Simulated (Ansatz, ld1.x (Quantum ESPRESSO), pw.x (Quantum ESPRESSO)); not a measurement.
Al (Z = 13): one change to the TM potential, in the atom and in the bcc crystal

ld1.x (Quantum ESPRESSO) 7.5 input, shortened:

```
&input
   title='Al', zed=13., rel=1, dft='PBESOL', iswitch=3,
   config='[Ne] 3s1.5 3p1.5 3d-2'
 /
 &inputp
   pseudotype=2, tm=.true., lloc=0,
   nlcc=.false.
 /
3
3P  2  1   1.50   0.00  1.70  1.70  0.0
3D  3  2  -2.00   0.25  1.85  1.85  0.0
3S  1  0   1.50   0.00  2.10  2.10  0.0
 &test
   configts(1)='3s1.5 3p1.5'
 /
```

Change: wave 3p (bound): rc 1.70 bohr becomes 3p (bound): rc 1.44 bohr.

Cutoffs, loose and tight: the cutoffs (Ry, on a coarse ladder) from which the occupation-weighted sum of valence levels, in a spherical-Bessel basis at the reference potential, stays within 10 and 1 mRy of its value at 400 Ry. They do not see the model core or the augmentation charge, which bear on the density cutoff. Test errors are all-electron minus pseudo excitation energies from the reference, over the configurations 3s2 3p1; 3s2 3p0; 3s1 3p0; 3s2 3p1.3; 3s0 3p3; 3s1 3p1; 3s1 3p2; variants that change the core or the reference have their own tests.

Crystal test: bcc Al in pw.x 7.5, no spin, 14³ k-points, Fermi–Dirac smearing 0.01 Ry, cutoffs set for each file from its atomic test. The reference is all-electron LAPW (Ansatz 0.2.0) with the same functional, mesh and smearing; V0 and B0 come from Birch–Murnaghan fits to the pressures at five volumes. Errors are pseudo minus all-electron; Δ is the rms difference of the E(V) curves that follow from these fits, minima aligned, over ±6 % about the mean V0. Mesh and smearing are coarse, so the numbers serve the comparison and aren't converged zero-temperature values; the lattice is a test structure that the element need not adopt.

All-electron: a0 = 3.215 Å (V0 = 16.61 Å³/atom), B0 = 72.6 GPa.

Task: Does the change bring the crystal closer to the all-electron result?

Result: The mean pressure error goes from -0.42 to -0.56 GPa, so the change moves the solid further from the all-electron pressures.

```tsv
quantity	base	changed
outcome (atom)	generated	generated
cutoff, loose (atom)	18 Ry	45 Ry
cutoff, tight (atom)	35 Ry	70 Ry
bound ghosts (atom)	none	none
largest test error (meV) (atom)	+15	+64
cutoffs in pw.x (Ry)	45/180	85/340
a0 (Å)	3.209	3.207
a0 error (%)	-0.19	-0.25
B0 error (%)	-0.3	-0.1
Δ (meV/atom)	1.5	2.0
mean pressure error (GPa)	-0.42	-0.56
```

Changed file: The logarithmic derivative shows an extra or strongly shifted pseudo pole above the reference energy (p near 1.49 Ry). The atomic cutoffs weigh occupied waves only.
